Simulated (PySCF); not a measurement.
Simulated C 1s region for 3-methoxypropionitrile (`COCCC#N`), binding energy against the vacuum level.

Every computed line was given a Gaussian of 0.8 eV full width at half maximum and an area set by the number of equivalent atoms; the highest printed point is 100. Theory: delta-SCF UKS SCAN, pcX-2 on the ionised atom, pcseg-1 elsewhere, spin-free X2C in PySCF 2.14.0.

```csv
binding energy (eV),intensity
291.2,0
291.3,0
291.4,1
291.5,2
291.6,4
291.7,9
291.8,15
291.9,25
292.0,38
292.1,54
292.2,70
292.3,84
292.4,95
292.5,100
292.6,98
292.7,91
292.8,79
292.9,64
293.0,49
293.1,35
293.2,24
293.3,15
293.4,9
293.5,5
293.6,2
293.7,1
293.8,0
293.9,0
294.0,0
```

Question: Count the maxima, the lines and the sites behind this envelope.

Answer: The curve has 1 maximum (at 292.5 eV). Under it lie 4 lines from 4 inequivalent carbon sites. At this width some lines have no maximum of their own.

Question: Decompose the envelope and assign each component. Numbering: `[CH3:1][O:2][CH2:3][CH2:4][C:5]#[N:6]`.

Answer: 
```
position (eV)  relative area  line  atoms                   environment
       292.38              1  C 1s     C4  sp3 carbon next to a nitrile
       292.39              1  C 1s     C5                nitrile carbon
       292.58              1  C 1s     C1                methoxy carbon
       292.82              1  C 1s     C3    sp3 carbon bound to oxygen
```

Lowest listed C 1s: C4, bonded to 2 C and 2 H. Highest, 0.44 eV above it: C3, bonded to O, C and 2 H. The widest gap between neighbouring values is 0.24 eV, between 292.58 and 292.82 eV. Summing the Pauling electronegativity differences to the bonded atoms, each weighted by its formal bond order, gives -0.70 for the lowest site and +0.19 for the highest; the largest sum, +1.47, belongs to C5, 0.43 eV below the top. The values 292.38 and 292.39 eV lie too close for their order to be trusted.

No satellites, vibrations or lifetime broadening are included. The structure is a single GFN2-xTB conformer in the gas phase; no vibrational or solvent corrections.

Conformer computed: `[CH3:1][O:2][CH2:3][CH2:4][C:5]#[N:6]`: C1–O2–C3–C4 180°, O2–C3–C4–C5 180°.
